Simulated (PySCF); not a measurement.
# Bond curve of MgSi

Set-up: basis Mg pcseg-2, Si pcseg-2; no relativity; PySCF 2.14. Energies in eV from Mg + Si in their ground configurations at the same level. All curves are PBE0. state 1: ³Σ⁻ (triplet), unpaired electrons π ↑↑; state 2: Ms = 0 determinant of mixed spin (⟨S²⟩ near 1.0), unpaired electrons π ↑↓, a mixture of terms (⟨Lz²⟩ = 2.0), a second solution, started from another occupation; state 3: ³Π (triplet), unpaired electrons σ ↑, π ↑, a second solution, started from another occupation; state 4: Ms = 0 determinant of mixed spin (⟨S²⟩ near 1.0), unpaired electrons σ ↓, π ↑, a second solution, started from another occupation.

```
R (Å)  state 1  state 2  state 3  state 4
2.197   -0.639  -0.3482   0.6820   0.7567
2.300   -0.896  -0.6028   0.2416   0.3170
2.402   -1.036  -0.7397  -0.0528   0.0247
2.478   -1.085  -0.7862  -0.2016  -0.1213
2.555   -1.098  -0.7976  -0.3029  -0.2188
2.632   -1.085  -0.7829  -0.3674  -0.2784
2.734   -1.038  -0.7351  -0.4103  -0.3130
2.862   -0.950  -0.6478  -0.4164  -0.3058
3.015   -0.826  -0.5252  -0.3828  -0.2525
3.219   -0.657  -0.3606  -0.3093  -0.1488
```

Problem. Put a parabola through the three lowest points of the state 1 curve and estimate Re, k and ωe (reduced mass 12.91 u; 1 eV/Å² = 0.16022 mdyn/Å; ωe = 1302.8·√(k/μ) cm⁻¹).

Solution. Through R = 2.478, 2.555, 2.632 Å the second-order coefficient is 2.19 eV/Å², so Re ≈ 2.555 Å, k ≈ 0.703 mdyn/Å and ωe ≈ 304 cm⁻¹. A polynomial fit of higher order to the unrounded PBE0 energies gives Re = 2.551 Å, k = 0.730 mdyn/Å, ωe = 310 cm⁻¹; anharmonicity and rounding make the difference.

The higher-order fit for each curve: state 1: Re = 2.551 Å, ωe = 310 cm⁻¹, De = 1.10 eV; state 2: Re = 2.546 Å, ωe = 310 cm⁻¹, minimum 0.80 eV below the ground-state fragments; state 3: Re = 2.814 Å, ωe = 224 cm⁻¹, minimum 0.419 eV below the ground-state fragments; state 4: Re = 2.776 Å, ωe = 251 cm⁻¹, minimum 0.316 eV below the ground-state fragments.

The state is the lowest determinant that a PBE0 search found; another state may lie lower at other levels.
